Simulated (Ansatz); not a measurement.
How far each method lies from UCCSDT(Q) for BNSi⁺, doublet

Geometry: that of the BNSi, triplet, kept fixed.

```tsv
atom	x (Å)	y (Å)	z (Å)
B	0.0000	0.0000	-1.4078
N	0.0000	0.0000	-0.1333
Si	0.0000	0.0000	1.5410
```

Basis cc-pVTZ; Ansatz 0.2.0. Correlated methods freeze the noble-gas cores, which leaves 11 electrons in 87 orbitals. Prefix R: restricted or restricted open-shell reference; prefix U: unrestricted. Active spaces: valence = (11e, 12o) chosen from the atoms' valence shells.

Full CI isn't at hand for all of this; UCCSDT(Q) serves as the reference, and is uncertain by about the last step of the cluster series. The frozen core follows each run's orbitals, which can shift R against U totals by a few meV.

```
UHF ⟨S²⟩                          : 0.769
T1 diagnostic (RCCSD)             : 0.0226
largest doubles amplitude (RCCSD) : 0.079
T1 diagnostic (UCCSD)             : 0.0187
```

```json
{"level": "RHF", "E − E(UCCSDT(Q)) (kcal/mol)": "219.41", "share of correlation (%)": "0.00", "wall time": "–"}
{"level": "UHF", "E − E(UCCSDT(Q)) (kcal/mol)": "218.17", "share of correlation (%)": "0.57", "wall time": "–"}
{"level": "RMP2", "E − E(UCCSDT(Q)) (kcal/mol)": "22.23", "share of correlation (%)": "89.87", "wall time": "–"}
{"level": "UMP2", "E − E(UCCSDT(Q)) (kcal/mol)": "21.96", "share of correlation (%)": "89.99", "wall time": "–"}
{"level": "RCCSD", "E − E(UCCSDT(Q)) (kcal/mol)": "12.58", "share of correlation (%)": "94.26", "wall time": "–"}
{"level": "UCCSD", "E − E(UCCSDT(Q)) (kcal/mol)": "12.56", "share of correlation (%)": "94.27", "wall time": "–"}
{"level": "RCCSD(T)", "E − E(UCCSDT(Q)) (kcal/mol)": "1.21", "share of correlation (%)": "99.45", "wall time": "12 s (H100)"}
{"level": "UCCSD(T)", "E − E(UCCSDT(Q)) (kcal/mol)": "1.23", "share of correlation (%)": "99.44", "wall time": "14 s (H100)"}
{"level": "BCCD(T)", "E − E(UCCSDT(Q)) (kcal/mol)": "1.12", "share of correlation (%)": "99.49", "wall time": "13 s (H100)"}
{"level": "RCCSDT", "E − E(UCCSDT(Q)) (kcal/mol)": "0.86", "share of correlation (%)": "99.61", "wall time": "–"}
{"level": "UCCSDT", "E − E(UCCSDT(Q)) (kcal/mol)": "0.86", "share of correlation (%)": "99.61", "wall time": "–"}
{"level": "RCCSDT(Q)", "E − E(UCCSDT(Q)) (kcal/mol)": "0.10", "share of correlation (%)": "99.95", "wall time": "37 s (H100)"}
{"level": "CASSCF (valence space)", "E − E(UCCSDT(Q)) (kcal/mol)": "122.20", "share of correlation (%)": "44.30", "wall time": "–"}
{"level": "NEVPT2 (valence space)", "E − E(UCCSDT(Q)) (kcal/mol)": "28.45", "share of correlation (%)": "87.03", "wall time": "60 s (H100)"}
```

The correlation energy at UCCSDT(Q), counted from RHF, is -9.515 eV. That run took 45 s on 2 threads of AMD EPYC 7R13 with a shared H100 80 GB, shared host.

Times hold each run's SCF and search for its determinant on a shared host, so for small cases they say little of a method's own cost.

Natural occupations of CASSCF (valence space) about the gap: 1.980 1.964 1.964 1.898 1.001 0.057 0.057 0.028 0.028 0.021; effectively unpaired electrons, Σ n²(2−n)², 1.08.
